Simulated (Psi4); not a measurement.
# CH7AlSi (SMILES [CH3][AlH][SiH3]) at 4 levels

Wanted: a comparison of 4 runs (HF/cc-pVDZ, MP2/cc-pVDZ, MP3/cc-pVDZ, CCSD/cc-pVDZ) of CH7AlSi. 

The calculation is run with Psi4 1.11.

2 further runs of the same task are left out: 2 set aside as unsound or not needed. Runs told in other sessions of the task aren't counted.

**1. Starting point**

The species is CH7AlSi (10 atoms), meant as a singlet with charge 0. As SMILES, `[CH3][AlH][SiH3]`. The Si3–H9 distance was set to 1.942 Å, away from the relaxed value.

Bond lengths: C1–Al2 1.953 Å, Al2–Si3 2.461 Å, C1–H4 1.096 Å, C1–H5 1.092 Å, C1–H6 1.096 Å, Al2–H7 1.593 Å, Si3–H8 1.494 Å, Si3–H10 1.490 Å. Some angles: C1–Al2–Si3 120.6°, C1–Al2–H7 118.9°, Si3–Al2–H7 120.4°, Al2–C1–H4 110.5°, Al2–C1–H5 113.7°, Al2–C1–H6 110.2°, Al2–Si3–H8 110.9°, Al2–Si3–H10 114.1°, H4–C1–H5 108.0°, H4–C1–H6 106.2°. A long bond or contact: Si3–H9 1.942 Å.

**2. Energy and forces at HF/cc-pVDZ (run 1)**

The input, ch7alsi.in:

```
memory 2200 mb

molecule m {
  C     -1.379947     0.753499    -1.183350
  Al     0.457553     0.095799    -1.111850
  Si     1.210153    -1.321001     0.754450
  H     -1.860747     0.445599    -2.118450
  H     -2.002147     0.410399    -0.354350
  H     -1.389547     1.849299    -1.181350
  H      1.465353     0.495499    -2.278650
  H      0.383353    -2.561301     0.850050
  H      1.000200    -0.395000     2.448500
  H      2.635053    -1.747301     0.659450
  units angstrom
  symmetry c1
  no_reorient
  no_com
}

set globals {
  basis         cc-pVDZ
  puream        true
  e_convergence 1e-09
  d_convergence 1e-08
  scf_type      pk
}

E, wfn = gradient("hf", return_wfn=True)
oeprop(wfn, "LOWDIN_CHARGES", "WIBERG_LOWDIN_INDICES", "MAYER_INDICES", title="HF")
```

Command:

```console
$ psi4 -n 1 ch7alsi.in ch7alsi.out
```

ch7alsi.out:

```text
[...]
  Running in c1 symmetry.
[...]
  Nuclear repulsion =  126.361924282538126
[...]
  Multiplicity = 1
[...]
  Nalpha       = 20
  Nbeta        = 20
[...]
    Number of basis functions: 85
[...]
   @RHF iter   1:  -572.64138687028844   -9.83762e-01   4.29649e-03 DIIS/ADIIS
[...]
   @RHF iter  10:  -572.74031654919759   -9.77707e-12   5.81312e-09 DIIS
[...]
  @RHF Final Energy:  -572.74031654919759
   => Energetics <=
    Nuclear Repulsion Energy =            126.3619242825381264
    One-Electron Energy =               -1044.6237866491069326
    Two-Electron Energy =                 345.5215458173712477
    Total Energy =                       -572.7403165491975869
[...]
  -Total Gradient:
     Atom            X                  Y                   Z
    ------   -----------------  -----------------  -----------------
       1        0.005502184383    -0.001586402250     0.000891025060
       2       -0.004140501523    -0.003348354719     0.001939873119
       3        0.004578424955    -0.024601559263    -0.054541520635
       4        0.000745760699     0.000231970603     0.000630675541
       5        0.000818745057     0.000049786328    -0.000667398917
       6        0.000127804860    -0.000870642299    -0.000246327590
       7       -0.000532245969     0.000773595435    -0.000460199041
       8       -0.000097598693    -0.001218963113    -0.002865161597
       9       -0.007315302003     0.031715466338     0.058234524383
      10        0.000312728244    -0.001144897056    -0.002915490321
[...]
```

Run time: 16 s. Hardware: 1 thread of Intel Xeon 6975P-C (Granite Rapids), shared host; peak memory 0.39 GiB.

**3. A single-point energy at MP2/cc-pVDZ (run 2)**

The input, ch7alsi.py:

```python
import psi4

psi4.set_memory('2200 MB')
psi4.set_num_threads(1)
psi4.set_output_file('ch7alsi.out', False)

mol = psi4.geometry("""
0 1
C     -1.379947     0.753499    -1.183350
Al     0.457553     0.095799    -1.111850
Si     1.210153    -1.321001     0.754450
H     -1.860747     0.445599    -2.118450
H     -2.002147     0.410399    -0.354350
H     -1.389547     1.849299    -1.181350
H      1.465353     0.495499    -2.278650
H      0.383353    -2.561301     0.850050
H      1.000200    -0.395000     2.448500
H      2.635053    -1.747301     0.659450
symmetry c1
no_reorient
no_com
""")

psi4.set_options({
    'basis': 'cc-pVDZ',
    'reference': 'rhf',
    'puream': True,
    'e_convergence': 1e-09,
    'd_convergence': 1e-08,
    'scf_type': 'pk',
    'num_frozen_docc': 11,
    'mp2_type': 'conv',
})

e, wfn = psi4.energy('mp2', molecule=mol, return_wfn=True)
print(f'total energy {e:.8f} hartree = {e * 27.211386:.5f} eV')
```

Command:

```console
$ python ch7alsi.py
```

ch7alsi.out:

```text
[...]
  Running in c1 symmetry.
[...]
  Nuclear repulsion =  126.361924282538126
[...]
  Multiplicity = 1
[...]
  Nalpha       = 20
  Nbeta        = 20
[...]
    Number of basis functions: 85
[...]
   @RHF iter   1:  -572.64138687028844   -9.83762e-01   4.29649e-03 DIIS/ADIIS
[...]
   @RHF iter  10:  -572.74031654919759   -9.77707e-12   5.81312e-09 DIIS
[...]
  @RHF Final Energy:  -572.74031654919759
   => Energetics <=
    Nuclear Repulsion Energy =            126.3619242825381264
    One-Electron Energy =               -1044.6237866491069326
    Two-Electron Energy =                 345.5215458173712477
    Total Energy =                       -572.7403165491975869
[...]
 Multipole Moments:
 ------------------------------------------------------------------------------------
     Multipole            Electronic (a.u.)      Nuclear  (a.u.)        Total (a.u.)
 ------------------------------------------------------------------------------------
 L = 1.  Multiply by 2.5417464519 to convert [e a0] to [Debye]
 Dipole X            :        -28.3357633           28.0476307           -0.2881325
 Dipole Y            :         26.9823339          -26.8916324            0.0907016
 Dipole Z            :         23.9458829          -24.5034173           -0.5575344
 Magnitude           :                                                    0.6341070
[...]
	SCS-MP2 Total Energy (a.u.)        :  -573.07652656682535
	SOS-MP2 Total Energy (a.u.)        :  -573.08461998671055
	SCSN-MP2 Total Energy (a.u.)       :  -572.83742345759424
[...]
	SOS-PI-MP2 Total Energy (a.u.)     :  -573.11110486651921
[...]
	MP2 Total Energy (a.u.)            :  -573.06033972705529
[...]
```

The script printed:

```text
total energy -573.06033973 hartree = -15593.76611 eV
```

Run time: 10 s. Hardware: 1 thread of Intel Xeon 6975P-C (Granite Rapids), shared host; peak memory 0.46 GiB.

Run 3 isn't shown in full; the table further down has it.

**4. A single-point energy at CCSD/cc-pVDZ (run 4)**

The input, ch7alsi.xyz:

```xyz
10
CH7AlSi
C     -1.379947     0.753499    -1.183350
Al     0.457553     0.095799    -1.111850
Si     1.210153    -1.321001     0.754450
H     -1.860747     0.445599    -2.118450
H     -2.002147     0.410399    -0.354350
H     -1.389547     1.849299    -1.181350
H      1.465353     0.495499    -2.278650
H      0.383353    -2.561301     0.850050
H      1.000200    -0.395000     2.448500
H      2.635053    -1.747301     0.659450
```

The input, run_ase.py:

```python
import numpy as np
from ase.calculators.psi4 import Psi4
from ase.io import read

mol = read('ch7alsi.xyz')
calc = Psi4(atoms=mol, method='ccsd', basis='cc-pVDZ', memory='2200MB', num_threads=1, charge=0, multiplicity=1, label='ch7alsi')
calc.psi4.set_options({'puream': True, 'e_convergence': 1e-09, 'd_convergence': 1e-08, 'scf_type': 'pk', 'num_frozen_docc': 11})
mol.calc = calc

print(f'energy: {mol.get_potential_energy():.6f} eV')
```

Command:

```console
$ python run_ase.py
```

ch7alsi.dat:

```text
[...]
  Running in c1 symmetry.
[...]
  Nuclear repulsion =  126.361924282538126
[...]
  Multiplicity = 1
[...]
  Nalpha       = 20
  Nbeta        = 20
[...]
    Number of basis functions: 85
[...]
   @RHF iter   1:  -572.64138687028844   -9.83762e-01   4.29649e-03 ADIIS/DIIS
[...]
   @RHF iter  10:  -572.74031654919804   -1.03455e-11   5.81312e-09 DIIS
[...]
  @RHF Final Energy:  -572.74031654919804
   => Energetics <=
    Nuclear Repulsion Energy =            126.3619242825381264
    One-Electron Energy =               -1044.6237866491064779
    Two-Electron Energy =                 345.5215458173703382
    Total Energy =                       -572.7403165491980417
[...]
 Multipole Moments:
 ------------------------------------------------------------------------------------
     Multipole            Electronic (a.u.)      Nuclear  (a.u.)        Total (a.u.)
 ------------------------------------------------------------------------------------
 L = 1.  Multiply by 2.5417464519 to convert [e a0] to [Debye]
 Dipole X            :          2.1761292           -2.4642618           -0.2881325
 Dipole Y            :         -0.4345468            0.5252483            0.0907016
 Dipole Z            :         -1.6708330            1.1132986           -0.5575344
 Magnitude           :                                                    0.6341070
[...]
      * MP2 total energy                      = -573.060339727056316
[...]
      * CCSD total energy                     = -573.120284259643881
```

Standard output:

```text
energy: -15595.397293 eV
```

It took 15 s on 1 thread of Intel Xeon 6975P-C (Granite Rapids), shared host; peak memory 0.55 GiB.

**5. The series**

| run | level | task | frozen core orbitals | energy (Eh) | HOMO energy (eV) | LUMO energy (eV) | HOMO–LUMO gap (eV) | wall time |
| --- | --- | --- | --- | --- | --- | --- | --- | --- |
| 1 | HF/cc-pVDZ | gradient | 0 | -572.740317 | -9.87 | 0.85 | 10.72 | 16 s |
| 2 | MP2/cc-pVDZ | energy | 11 | -573.060340 | -9.87 | 0.85 | 10.72 | 10 s |
| 3 | MP3/cc-pVDZ | energy | 11 | -573.109537 | -9.87 | 0.85 | 10.72 | 11 s |
| 4 | CCSD/cc-pVDZ | energy | 11 | -573.120284 | -9.87 | 0.85 | 10.72 | 15 s |

**6. Outcome**

| quantity | value |
| --- | --- |
| run 4: total energy | -573.12028 Eh |
| run 4: HOMO energy (Hartree–Fock orbitals) | -9.87 eV |
| run 4: LUMO energy (Hartree–Fock orbitals) | 0.85 eV |
| run 4: HOMO–LUMO gap (Hartree–Fock orbitals) | 10.72 eV |
| run 4: correlation energy (11 core orbitals frozen) | -380.0 mEh |
| run 4: T1 diagnostic | 0.013 |

In words: Below the HF energy at the same shape and in the same basis (cc-pVDZ): MP2 -320.0 mEh; MP3 -369.2 mEh; CCSD -380.0 mEh. All runs together took 52 s, the longest 16 s.
